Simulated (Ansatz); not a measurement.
Basis-set extrapolation for `[NH][SiH2]Cl` radical (PBE0-D4/def2-TZVP geometry, frozen core, the Gaussian-basis code of Ansatz). Multiplicity 2, UHF reference.

```csv
,def2-TZVPP,def2-QZVPP
HF,-804.703845,-804.728698
MP2 correlation,-0.479940,-0.522894
CCSD(T) correlation,-0.544979,not run
```

Energies in hartree. Use E(X) = E(∞) + A·exp(−7.88·√X) for Hartree–Fock and E(X) = E(∞) + B·X^(−2.97) for correlation, with X = 3 and 4, and add CCSD(T) minus MP2 of the smaller set to the MP2 limit.

Problem. What is the CCSD(T) energy at the basis-set limit?

Solution. HF limit: -804.728698 + (-0.024853) × 0.13774 = -804.73212. MP2 limit: -0.522894 + (-0.042954) × 0.74074 = -0.55471. Higher-order term: -0.544979 − (-0.479940) = -0.06504. Total: -805.35187 hartree, 2.80 eV below CCSD(T)/def2-TZVPP.
